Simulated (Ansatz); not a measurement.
The cluster B₂P. Total charge 0; doublet. Geometry r2SCAN-D4/def2-TZVP, that of the charge +1 singlet; atoms count from 1.

```xyz
3

B     0.239    0.874   -0.220
B    -0.722   -0.243   -0.538
P     0.482   -0.630    0.758
```

The structure comes from a short search, and lower isomers may exist.

(1) Estimate the Mulliken populations from the PBE0/def2-TZVP orbitals of Ansatz.

(2) Where does the spin sit?

(3) And the Mayer bond orders between bonded heavy atoms (over 0.3)?

## Answers

(1) 
```tsv
atom	charge (e)	spin (α − β)
B1	-0.03	0.63
B2	-0.03	0.63
P3	0.06	-0.25
```
Mulliken values and Mayer orders depend strongly on the basis.

(2) Summed by element: B 1.25, P -0.25, of 1 unpaired in all. Largest on single atoms: B1 0.63, B2 0.63, P3 -0.25.

(3) B1–B2 1.61 (1.51 Å); B1–P3 1.52 (1.81 Å); B2–P3 1.52 (1.81 Å).
